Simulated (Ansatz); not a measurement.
Calculated with Ansatz (gas phase, PBE0-D4/def2-TZVP geometries, no zero-point term in ΔE). CCSD(T)/CBS adds triple-zeta CCSD(T) − MP2 to the extrapolated MP2 energy (def2 sets, frozen cores). This one scheme is used for every species. DFT in def2-TZVPP. B3LYP here is the variant with VWN-RPA as its local correlation; programs differ in this. No spin–orbit coupling; open shells (•) take unrestricted orbitals.

Reaction (homolysis of the Si–Si bond): `F[SiH2][SiH3]` → `F[SiH2]`• + `[SiH3]`•

`F[SiH2][SiH3]`:

```xyz
8

F     0.804    1.282   -1.689
Si   -0.391    0.818   -0.720
Si    0.374   -0.839    0.749
H    -0.864    2.018    0.019
H    -1.496    0.312   -1.576
H     0.845   -2.032   -0.003
H    -0.757   -1.237    1.630
H     1.484   -0.322    1.592
```

`F[SiH2]`•:

Cartesian coordinates in Å:
```
F 0.633 -1.297 0.301
Si -0.305 0.003 0.246
H -0.862 0.107 -1.131
H 0.535 1.187 0.584
```

`[SiH3]`•:

Z-matrix (Å, degrees):
```
Si
H 1 1.486
H 1 1.486 2 111.3
H 1 1.486 2 111.3 3 124.6
```

Task: What is ΔE at CCSD(T)/CBS? (An estimate is asked.)

Result: Computed: +337.2 kJ/mol.

Task: What do these levels give: B3LYP-D4, CAM-B3LYP-D4, r2SCANh, MP2/def2-TZVPP, CCSD(T)/def2-TZVPP, MP2/def2-QZVPP? (An estimate is asked.)

Result: Ansatz gave: B3LYP-D4 318.3, CAM-B3LYP-D4 321.5, r2SCANh 308.4, MP2/def2-TZVPP 323.1, CCSD(T)/def2-TZVPP 325.2, MP2/def2-QZVPP 329.8 kJ/mol.

Largest T1 diagnostic among the species: 0.015.

At CCSD(T), def2-SVP lies −26.7 kJ/mol from the extrapolated value and def2-TZVPP −12.1 kJ/mol: correlation converges slowly with the basis, and small sets miss more of it in the bonded molecule than in its fragments. From BLYP to BHLYP (50 % exact exchange), in def2-TZVPP and without D4, ΔE moves by +14.9 kJ/mol. The D4 term adds +9.8 kJ/mol with B3LYP and +5.3 kJ/mol with PBE0; it sums over pairs of atoms, weighted by their polarisabilities, and B3LYP, whose exchange is more repulsive, gets the larger term.
